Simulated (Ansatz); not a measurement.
A calculation on zinc-blende CdS (metastable phase) returned lattice constant a 5.927 Å, bulk modulus 53.4 GPa.

For reference: lattice constant a 5.832 Å (measured, room temperature, no zero-point or thermal correction, our sources range from 5.818 to 5.832; as tabulated in arXiv:1206.3780).

**Question.** Which level of theory produced these numbers?
A) PBE (Ansatz (a first-principles code))
B) RPBE (Ansatz)
C) revPBE (Ansatz)
D) Hartree–Fock (Ansatz)

**Answer.** A, PBE (Ansatz)

The others give: Hartree–Fock 6.038 Å, 56.2 GPa; revPBE 5.985 Å, 48.6 GPa; RPBE 6.007 Å, 47.0 GPa.

Unless a cell is named, each level is at its own relaxed cell (Hartree–Fock 27.52, PBE 26.02, revPBE 26.80, RPBE 27.10 Å³/atom).

Caveats: the cell is over a tenth larger than the published one: the level's own overestimate first of all, though another phase or state, or a fault of the published cell, is possible (Hartree–Fock). Ansatz's density-functional and Hartree–Fock values are scalar-relativistic unless marked +SOC, with PAW data made under PBE.
